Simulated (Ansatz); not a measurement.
Two isomers of C4H6O2: A = `C/C=C(\O)C=O`, B = `CC(=O)/C=C\O`.

Calculated with Ansatz (gas phase, PBE0-D4/def2-TZVP geometries, no zero-point term in ΔE). CCSD(T)/CBS adds triple-zeta CCSD(T) − MP2 to the extrapolated MP2 energy (def2 sets, frozen cores). Double bonds are as drawn, so ΔE can hold a change between cis and trans. Functionals use def2-TZVPP. B3LYP here is the variant with VWN-RPA as its local correlation; programs differ in this. Each species was taken in one conformer, which may not be the lowest.

A:

Z-matrix (Å, degrees):
```
C
C 1 1.482
H 1 1.095 2 110.6
H 1 1.095 2 110.6 3 -117.6
H 1 1.089 2 111.9 3 121.2
C 2 1.335 1 125.5 3 -121.0
H 2 1.085 1 119.4 3 59.0
C 6 1.474 2 121.3 1 -180.0
O 6 1.361 2 122.1 1 0.0
O 8 1.201 6 126.2 2 -0.1
H 8 1.119 6 113.6 2 179.9
H 9 0.962 6 109.4 2 179.9
```

B:

```xyz
12

C     0.0863   -1.8377    0.3979
C     0.0485   -0.3402    0.4450
O     0.1261    0.2487    1.5331
C    -0.0788    0.3898   -0.7878
C    -0.1144    1.7477   -0.7520
O    -0.0391    2.4484    0.3488
H     0.1916   -2.2395    1.4037
H    -0.8297   -2.2216   -0.0592
H     0.9205   -2.1734   -0.2241
H    -0.1457   -0.1268   -1.7345
H    -0.2095    2.3471   -1.6546
H     0.0441    1.7575    1.0837
```

Q: Which is lower in electronic energy at CCSD(T)/CBS, and by how much? (Best estimate.)

A: Ansatz gave: B, by 16.3 kcal/mol.

Q: Give E(B) − E(A) in kcal/mol with B3LYP, CCSD(T)/def2-TZVPP, B2PLYP, B3LYP-D4, PBE-D4, HF/def2-TZVPP, r2SCAN-D4. (Estimate.)

A: Ansatz gave: B3LYP -17.1, CCSD(T)/def2-TZVPP -16.1, B2PLYP -17.3, B3LYP-D4 -17.4, PBE-D4 -18.6, HF/def2-TZVPP -14.7, r2SCAN-D4 -19.1. None reverses the order clearly.

Largest T1 diagnostic: 0.017.

In def2-TZVPP, CCSD(T) changes the Hartree–Fock value by −1.4 kcal/mol (the triples alone add −0.8 kcal/mol) and MP2 by −2.5 kcal/mol.
